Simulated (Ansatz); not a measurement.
Density of states of O (R-3m, a = 3.779 Å, b = 3.779 Å, c = 12.725 Å, α = 90.00°, β = 90.00°, γ = 120.00°), in states per eV and primitive cell, averaged over bins of 0.4 eV. Computed with DFT PBEsol, scalar-relativistic, plane waves, PAW in Ansatz 0.2.0.

Cutoff 420 eV; k points 12×12×12 on the computed 2-atom cell (Γ-centred); Gaussian smearing, width 0.02 eV; collinear spin from starting moments 0.61 0.61 μB.

The cell is relaxed at this level. The states (both spins) are summed by tetrahedra on a 18×18×18 mesh at the self-consistent density. Energies are bin centres; the table starts no lower than −8 eV and ends at 6 eV, or lower where the solved bands end.

The gap is 1.76 eV at this level, with the zero inside it.

```tsv
E − E_F (eV)	total	O 2p up	O 2p down	O 2s down	O 2s up
-7.85	7.41	6.75	0.00	0.00	0.55
-7.45	0.06	0.06	0.00	0.00	0.00
-7.05	0.59	0.00	0.44	0.14	0.00
-6.65	1.91	0.00	1.41	0.46	0.00
-6.25	1.64	0.00	1.62	0.01	0.00
-5.85	3.36	0.00	3.34	0.00	0.00
-5.45	0.00	0.00	0.00	0.00	0.00
-5.05	0.00	0.00	0.00	0.00	0.00
-4.65	0.00	0.00	0.00	0.00	0.00
-4.25	0.00	0.00	0.00	0.00	0.00
-3.85	0.00	0.00	0.00	0.00	0.00
-3.45	0.00	0.00	0.00	0.00	0.00
-3.05	0.00	0.00	0.00	0.00	0.00
-2.65	0.00	0.00	0.00	0.00	0.00
-2.25	0.00	0.00	0.00	0.00	0.00
-1.85	0.00	0.00	0.00	0.00	0.00
-1.45	0.06	0.06	0.00	0.00	0.00
-1.05	4.94	4.93	0.00	0.00	0.00
-0.65	0.00	0.00	0.00	0.00	0.00
-0.25	0.00	0.00	0.00	0.00	0.00
0.15	0.00	0.00	0.00	0.00	0.00
0.55	0.00	0.00	0.00	0.00	0.00
0.95	1.92	0.00	1.89	0.00	0.00
1.35	3.08	0.00	3.07	0.00	0.00
1.75	0.00	0.00	0.00	0.00	0.00
2.15	0.00	0.00	0.00	0.00	0.00
2.55	0.00	0.00	0.00	0.00	0.00
2.95	0.00	0.00	0.00	0.00	0.00
3.35	0.00	0.00	0.00	0.00	0.00
3.75	0.00	0.00	0.00	0.00	0.00
4.15	0.00	0.00	0.00	0.00	0.00
4.55	0.00	0.00	0.00	0.00	0.00
4.95	0.01	0.00	0.00	0.00	0.00
5.35	0.18	0.01	0.00	0.00	0.00
5.75	0.42	0.04	0.01	0.00	0.01
```

The columns after the total are the Löwdin projections on the occupied valence shells of the potentials. The rest of the total lies in shells that are empty in the free atom, which aren't projected, and between the atoms.

The cell holds molecules, and where no dispersion correction was added their binding is poorly described.

Only this magnetic start was tried.

Cost: 1 run of about 1.6 core-minutes, on AMD EPYC (Zen 3) (shared hosts).